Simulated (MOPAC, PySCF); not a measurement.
Isomers of C2H2O. Gas-phase values, no solvent. Strings in code marks are SMILES.

Quantity: vertical ionisation energy (energy after one electron is removed minus that of the parent at the parent's geometry), in eV.

Level 1: PBE-D3(BJ)/def2-TZVP // PBE0-D3(BJ)/def2-TZVP (PySCF)
Level 2: B3LYP/6-31G* // PBE0-D3(BJ)/def2-TZVP (PySCF)
Level 3: minus the HOMO energy of HF/STO-3G // PBE0-D3(BJ)/def2-TZVP (PySCF)
Level 4: minus the HOMO energy of PM6 // PBE0-D3(BJ)/def2-TZVP (MOPAC)

```csv
species,level 1,level 2,level 3,level 4
`C#CO`,9.89,9.75,8.01,10.25
`C1=CO1`,8.52,8.33,6.96,9.14
`C=C=O`,9.70,9.57,7.42,9.83
```
